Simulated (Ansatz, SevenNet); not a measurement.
Quasi-harmonic linear expansion coefficient at 300 K of zinc-blende BAs: levels of theory against measurement

Reference value: 3.85 ×10⁻⁶/K (measured, temperature not stated; as tabulated in Wikipedia's data pages).

Problem. What do SevenNet-0, LDA, PBE give, and how far is each from the reference?

Solution. 
```json
[
 {"level (code)": "SevenNet-0", "value (×10⁻⁶/K)": "3.92", "cell (Å³/atom)": "13.96", "error (%)": "+1.8"},
 {"level (code)": "LDA (Ansatz)", "value (×10⁻⁶/K)": "3.99", "cell (Å³/atom)": "13.25", "error (%)": "+3.6"},
 {"level (code)": "PBE (Ansatz)", "value (×10⁻⁶/K)": "4.54", "cell (Å³/atom)": "13.90", "error (%)": "+17.9"}
]
```

Any of these levels can be the nearest once the reference is moved by up to 10.0 % (a margin picked here for doubts on the reference and the settings) and values within 3.3 % count as equal. Within 30 %: SevenNet-0, LDA, PBE.

Each level is taken at its own relaxed cell. Ansatz's density-functional and Hartree–Fock values are scalar-relativistic unless marked +SOC, with PAW data made under PBE.

Machine-learned potentials (SevenNet-0) are trained on DFT data: a solid inside that data is no test of them.

Differences are worked out from the printed values.

Ansatz is a quantum-chemistry and plane-wave program.
